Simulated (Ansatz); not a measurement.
Basis-set extrapolation for BClH$_{4}$Si, SMILES `B[SiH2]Cl` (PBE0-D4/def2-TZVP geometry, frozen core, the Gaussian-basis code of Ansatz). Multiplicity 1, RHF reference.

|  | def2-TZVPP | def2-QZVPP |
| --- | --- | --- |
| HF | -775.492088 | -775.515217 |
| MP2 correlation | -0.410805 | -0.446485 |
| CCSD(T) correlation | -0.478967 | not run |

Energies in hartree. Use E(X) = E(∞) + A·exp(−7.88·√X) for Hartree–Fock and E(X) = E(∞) + B·X^(−2.97) for correlation, with X = 3 and 4, and add CCSD(T) minus MP2 of the smaller set to the MP2 limit.

Q: What is the CCSD(T) energy at the basis-set limit?

A: HF limit: -775.515217 + (-0.023129) × 0.13774 = -775.51840. MP2 limit: -0.446485 + (-0.035680) × 0.74074 = -0.47291. Higher-order term: -0.478967 − (-0.410805) = -0.06816. Total: -776.05947 hartree, 232.1 kJ/mol below CCSD(T)/def2-TZVPP.
